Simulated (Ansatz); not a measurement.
# SiH2O (oxosilane): the energy, rung by rung

SiH2O has 4 atoms, charge 0, and is taken as a singlet. SMILES: `O=[SiH2]`. The coordinates come from a PBE0-D4/def2-TZVP relaxation.

```xyz
4

O    -0.2832    0.4135    1.4695
Si   -0.0067    0.0098    0.0349
H     0.4399   -1.3460   -0.3762
H    -0.1500    0.9227   -1.1283
```

Quantity: the energy change with the O1–Si2 bond stretched from 1.516 to 1.895 Å, in eV. The values are calculated.

| level | kind | program | value (eV) | less FCI/STO-3G |
| --- | --- | --- | --- | --- |
| SVWN5/STO-3G (restricted) | LDA | Ansatz | 1.57 | +0.45 |
| BLYP/STO-3G (restricted) | GGA | Ansatz | 1.31 | +0.19 |
| r2SCAN/STO-3G (restricted) | meta-GGA | Ansatz | 1.64 | +0.52 |
| PBE0/STO-3G (restricted) | global hybrid | Ansatz | 1.76 | +0.64 |
| CAM-B3LYP/STO-3G (restricted) | range-separated hybrid | Ansatz | 1.88 | +0.76 |
| BCCD(T)/STO-3G (restricted) | coupled cluster or CI | Ansatz | 1.19 | +0.07 |
| CCSD(T)/STO-3G (restricted) | coupled cluster or CI | Ansatz | 0.85 | -0.27 |
| CCSDTQ/STO-3G (restricted) | coupled cluster or CI | Ansatz | 1.12 | 0.00 |
| FCI/STO-3G | exact in the basis | Ansatz | 1.12 | 0.00 |

FCI/STO-3G is exact within its basis and frozen core, so for wave-function methods in that basis the difference is their error; functionals converge differently with the basis, so for them it is only a difference. The first shape isn't each level's own minimum. The values span 0.85 to 1.88 eV. All rows use very small basis sets, so none should be taken for the real molecule's value.
